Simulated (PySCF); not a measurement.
**Mayer bond orders and bond lengths**

Species: C₄H₅NO.
Atom-mapped SMILES: `[CH3:1][C:2](=[O:3])[CH2:4][C:5]#[N:6]` (hydrogens: H7, H8, H9 on C1; H10, H11 on C4)

Structure used (GFN2-xTB), in Å, numbered top down from 1:
```xyz
11
C4H5NO angstrom
C     -1.3903   -0.0808    0.1919
C     -0.2306   -0.6216   -0.5913
O     -0.3324   -1.2908   -1.5812
C      1.1446   -0.2598   -0.0154
C      1.2713    1.1559    0.2016
N      1.3595    2.2839    0.3628
H     -1.3361   -0.4158    1.2260
H     -2.3273   -0.4081   -0.2506
H     -1.3475    1.0077    0.1933
H      1.9252   -0.5929   -0.7046
H      1.2689   -0.7753    0.9415
```

Bond orders from the PBE0/pcSseg-1 density (PySCF). One conformer (not necessarily the lowest) at the GFN2-xTB geometry, without solvent, vibrations or thermal averaging.

Q: Where do the orders between heavy atoms depart from those drawn in the SMILES?

A: The largest departure is 0.064, at C2–O3 (drawn double, 2.064).

Q: Give the Mayer order of every bond between heavy atoms, beside its length.

A: 
```tsv
bond	drawn as	length (Å)	Mayer order
C1–C2	single	1.500	1.000
C2–O3	double	1.199	2.064
C2–C4	single	1.534	0.945
C4–C5	single	1.438	0.995
C5–N6	triple	1.143	3.034
```

Bonds between the same two heavy elements. C–C: lowest C2–C4 (0.945, 1.534 Å), highest C1–C2 (1.000, 1.500 Å).

Q: And the bonds to hydrogen?

A: C–H: 0.91 to 0.95 (5 bonds).

Q: Sum the orders of all bonds at each heavy atom with more than one neighbour and set the sums beside the valence in the SMILES.

A: C1 3.823 (drawn 4), C2 4.009 (drawn 4), C4 3.766 (drawn 4), C5 4.029 (drawn 4). Orders between atoms that aren't bonded are not in these sums.

Mayer orders depend on the basis set.
